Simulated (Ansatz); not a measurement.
SnSe (Pnma, No. 62) was calculated with r²SCAN-D4 in Ansatz (PAW).

Settings: plane-wave cutoff 500 eV, 4×10×8 k mesh (along the axes of the cell as run), gaussian smearing 0.02 eV, scalar-relativistic PAW data made under PBE.

Cell (relaxed at this level):

```xyz
8
Lattice="11.6690 0.0000 0.0000 0.0000 4.1221 0.0000 0.0000 0.0000 4.6523" Properties=species:S:1:pos:R:3 pbc="T T T"
Sn     7.2439     3.0916     1.7506
Sn     4.4251     1.0305     2.9016
Sn    10.2596     1.0305     4.0768
Sn     1.4094     3.0916     0.5755
Se     1.7177     1.0305     2.3961
Se     9.9513     3.0916     2.2562
Se     4.1168     3.0916     0.0700
Se     7.5522     1.0305     4.5823
```

Question: Estimate the band gap that the calculation returns.

Answer: 
band gap: 1.13 eV (on the SCF k mesh)

Measured, for comparison: band gap 0.91 eV (temperature not stated, no zero-point or thermal correction, compiled measured gap; kind and temperature not stated; as tabulated in Kothakonda et al. (2022), arXiv:2208.02841).

Note: the volume lies 6 % above that of the published cell.

Spin–orbit coupling is not included.

Static lattice: no zero-point or thermal effects.

Ansatz is a program for electronic structure.
